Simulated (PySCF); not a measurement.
## Reading a saddle point

A first-order saddle point of BNH$_{8}$O, singlet, PBE0-D4/def2-TZVP, with one imaginary mode of 679i cm⁻¹:

B1  (-0.897, -0.848, -0.333)
H2  (-0.676, 0.272, -1.053)
H3  (-0.069, -1.626, -0.763)
H4  (-2.038, -1.064, -0.679)
H5  (0.889, 0.447, 0.914)
O6  (-0.699, -0.579, 1.090)
H7  (0.242, 0.556, -0.647)
N8  (1.256, 0.879, 0.055)
H9  (-1.523, -0.320, 1.501)
H10  (1.417, 1.871, 0.171)
H11  (2.098, 0.412, -0.255)
(Å)

Computed with PySCF 2.14 with density fitting (its default auxiliary sets; JK sets also for MP2 and CCSD(T)) (basis: def2-TZVPP and def2-QZVPP); correlated methods freeze the cores. Extrapolation: Hartree–Fock as exp(−7.88 √X), correlation as X^−2.97.

Problem. Which contacts change along the imaginary mode, and what lies on either side? (A judgement: the text doesn't fix the answer.)

Solution. Computed: The step is BH₃ + H₂O + NH₃ → BH₃O ([BH2][OH]) + NH₃ + H₂, with the molecules in contact on both sides. Shortening one way: B1–O6, H2–H7, H5–N8; lengthening the same way: B1–H2, H5–O6, H7–N8.
| pair | one side (Å) | saddle (Å) | other side (Å) |
| --- | --- | --- | --- |
| B1–O6 | 1.62 | 1.46 | 1.35 |
| H2–H7 | 2.60 | 1.04 | 0.75 |
| H5–N8 | 1.62 | 1.03 | 1.01 |
| B1–H2 | 1.22 | 1.35 | 3.06 |
| H5–O6 | 1.02 | 1.90 | 2.34 |
| H7–N8 | 1.02 | 1.28 | 2.56 |

Problem. Which side is lower, and how far does the saddle lie above each? (Judge from chemistry; the value comes from the calculation.)

Solution. Computed: The side with B1–O6, H2–H7, H5–N8 short is lower by 3.72 kcal/mol; the saddle lies 19.32 kcal/mol above it and 15.60 kcal/mol above the other (CCSD(T) at an estimated basis limit (MP2 extrapolated from triple and quadruple zeta, plus CCSD(T) − MP2 in triple zeta); electronic energies).

No T1 diagnostic of these runs exceeds 0.012.

The step is the kind of ligand exchange by which a precursor binds to a hydroxyl group, or is hydrolysed, in atomic layer deposition of oxides.

Labels in which every atom is bracketed show which atoms are joined, not bond orders.

For scale, one of the runs: CCSD(T)/def2-TZVPP, 205 basis functions, launched by `OMP_NUM_THREADS=4 python run.py`. The run took 3.5 min on 4 CPU threads of an AMD EPYC 7B13 (shared host), with 2.7 GiB of host memory at its peak.
